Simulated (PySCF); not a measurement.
How the functional moves excitation energies

Species: ethynylalumane, C2H3Al.
Structure used (PBE0-D3(BJ)/def2-SVP), in Å, numbered top down from 1:
```xyz
6
C2H3Al angstrom
C      1.792   -0.186   -0.407
C      0.607   -0.062   -0.135
Al    -1.250    0.130    0.288
H      2.834   -0.294   -0.653
H     -2.164   -1.163    0.311
H     -1.815    1.577    0.601
```

Linear-response calculations in the def2-SVPD basis (PySCF; singlets by full response, triplets Tamm–Dancoff, core orbitals frozen in the response; HF means time-dependent Hartree–Fock). 'Strongest' is the level of largest summed f among the singlets computed (10 roots, of which the last may lack a degenerate partner); it can jump between rows when another state enters that window. S1 is the lowest singlet of each run and needn't be the same state throughout; f(S1) is that of one state. Isolated species at its PBE0-D3(BJ)/def2-SVP geometry, gas phase.

```json
{"functional": "LDA", "kind": "LDA", "S1 (eV)": "4.09", "f(S1)": "0.000", "strongest (eV)": "6.57", "T1 (eV)": "3.90", "HOMO (eV)": "-6.94", "gap (eV)": "4.01", "ionisation energy, ΔSCF (eV)": "10.00"}
{"functional": "PBE", "kind": "GGA", "S1 (eV)": "4.20", "f(S1)": "0.000", "strongest (eV)": "6.69", "T1 (eV)": "3.96", "HOMO (eV)": "-6.83", "gap (eV)": "4.15", "ionisation energy, ΔSCF (eV)": "9.88"}
{"functional": "B3LYP", "kind": "global hybrid, 20% exact exchange", "S1 (eV)": "4.49", "f(S1)": "0.000", "strongest (eV)": "7.02", "T1 (eV)": "4.24", "HOMO (eV)": "-7.80", "gap (eV)": "5.70", "ionisation energy, ΔSCF (eV)": "10.15"}
{"functional": "PBE0", "kind": "global hybrid, 25% exact exchange", "S1 (eV)": "4.62", "f(S1)": "0.000", "strongest (eV)": "7.18", "T1 (eV)": "4.26", "HOMO (eV)": "-8.03", "gap (eV)": "6.15", "ionisation energy, ΔSCF (eV)": "10.18"}
{"functional": "BHandHLYP", "kind": "global hybrid, 50% exact exchange", "S1 (eV)": "4.81", "f(S1)": "0.000", "strongest (eV)": "7.39", "T1 (eV)": "4.34", "HOMO (eV)": "-9.09", "gap (eV)": "8.01", "ionisation energy, ΔSCF (eV)": "10.25"}
{"functional": "wB97X-D", "kind": "range-separated hybrid", "S1 (eV)": "4.82", "f(S1)": "0.000", "strongest (eV)": "7.46", "T1 (eV)": "4.53", "HOMO (eV)": "-9.91", "gap (eV)": "9.72", "ionisation energy, ΔSCF (eV)": "10.37"}
{"functional": "LC-wPBE", "kind": "range-separated hybrid", "S1 (eV)": "5.07", "f(S1)": "0.000", "strongest (eV)": "7.91", "T1 (eV)": "4.42", "HOMO (eV)": "-10.79", "gap (eV)": "10.99", "ionisation energy, ΔSCF (eV)": "10.62"}
{"functional": "HF", "kind": "Hartree–Fock", "S1 (eV)": "4.86", "f(S1)": "0.000", "strongest (eV)": "8.10", "T1 (eV)": "3.92", "HOMO (eV)": "-10.75", "gap (eV)": "11.74", "ionisation energy, ΔSCF (eV)": "not settled"}
```

Q: What does CAM-B3LYP (range-separated hybrid) give?

A: S1 (eV) 4.74, f(S1) 0.000, strongest (eV) 7.37, T1 (eV) 4.38, HOMO (eV) -9.37, gap (eV) 8.44, ionisation energy, ΔSCF (eV) 10.40. S1 runs from 4.09 eV (LDA) to 5.07 eV (LC-wPBE), a spread of 0.99 eV, while the orbital gap spreads over 7.7 eV. Along PBE (0%), B3LYP (20%), PBE0 (25%), BHandHLYP (50%), HF (100%) S1 rises with the share of exact exchange. −ε(HOMO) comes closest to its own ΔSCF ionisation energy with LC-wPBE (+0.17 eV) and misses most with LDA (-3.05 eV). 'Not settled' means that the ion's SCF failed to converge or may have ended in another state than the lowest.
